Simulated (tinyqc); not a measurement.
Inside a calculation. Method: extended Hueckel theory, for BH3. One step of it, computed by the program tinyqc.

Task: Orbitals. Solve H C = S C e through S^(-1/2); fill by pairs from the bottom, a degenerate level sharing its electrons equally; each orbital has its largest coefficient positive (the first on a tie).

H (eV), order 1B 2s, 1B 2px, 1B 2py, 1B 2pz, 2H 1s, 3H 1s, 4H 1s:
$$\begin{pmatrix}
-15.200000 & 0.000000 & 0.000000 & 0.000000 & -14.663439 & -14.668868 & -14.668868 \\
0.000000 & -8.500000 & 0.000000 & 0.000000 & -12.029926 & 6.018264 & 6.018264 \\
0.000000 & 0.000000 & -8.500000 & 0.000000 & 0.000000 & -10.419053 & 10.419053 \\
0.000000 & 0.000000 & 0.000000 & -8.500000 & 0.052487 & 0.052515 & 0.052515 \\
-14.663439 & -12.029926 & 0.000000 & 0.052487 & -13.600000 & -2.863508 & -2.863508 \\
-14.668868 & 6.018264 & -10.419053 & 0.052515 & -2.863508 & -13.600000 & -2.866907 \\
-14.668868 & 6.018264 & 10.419053 & 0.052515 & -2.863508 & -2.866907 & -13.600000
\end{pmatrix}$$

overlap S, order 1B 2s, 1B 2px, 1B 2py, 1B 2pz, 2H 1s, 3H 1s, 4H 1s:
$$\begin{pmatrix}
1.000000 & 0.000000 & 0.000000 & 0.000000 & 0.509147 & 0.509336 & 0.509336 \\
0.000000 & 1.000000 & 0.000000 & 0.000000 & 0.544341 & -0.272320 & -0.272320 \\
0.000000 & 0.000000 & 1.000000 & 0.000000 & 0.000000 & 0.471450 & -0.471450 \\
0.000000 & 0.000000 & 0.000000 & 1.000000 & -0.002375 & -0.002376 & -0.002376 \\
0.509147 & 0.544341 & 0.000000 & -0.002375 & 1.000000 & 0.105276 & 0.105276 \\
0.509336 & -0.272320 & 0.471450 & -0.002376 & 0.105276 & 1.000000 & 0.105401 \\
0.509336 & -0.272320 & -0.471450 & -0.002376 & 0.105276 & 0.105401 & 1.000000
\end{pmatrix}$$

valence electrons = 6

Give: orbital energies; occupations; coefficients; sum of one-electron energies.

Result:

orbital energies (eV): [-21.4711, -15.3320, -15.3309, -8.5001, 18.2404, 18.2439, 37.8561]

occupations: [2.0000, 2.0000, 2.0000, 0.0000, 0.0000, 0.0000, 0.0000]

coefficients, order 1B 2s, 1B 2px, 1B 2py, 1B 2pz, 2H 1s, 3H 1s, 4H 1s:
$$\begin{pmatrix}
0.5096 & 0.0001 & 0.0000 & 0.0039 & 0.0019 & 0.0000 & 1.5935 \\
0.0000 & 0.4441 & 0.0000 & 0.0000 & 1.3381 & 0.0000 & -0.0023 \\
0.0000 & 0.0000 & 0.4442 & 0.0000 & 0.0000 & 1.3380 & 0.0000 \\
-0.0001 & 0.0000 & 0.0000 & 1.0000 & 0.0000 & 0.0000 & -0.0077 \\
0.2853 & 0.5491 & 0.0000 & -0.0008 & -1.0871 & 0.0000 & -0.8283 \\
0.2854 & -0.2744 & 0.4754 & -0.0008 & 0.5420 & -0.9407 & -0.8311 \\
0.2854 & -0.2744 & -0.4754 & -0.0008 & 0.5420 & 0.9407 & -0.8311
\end{pmatrix}$$

sum of one-electron energies = -104.2680 eV
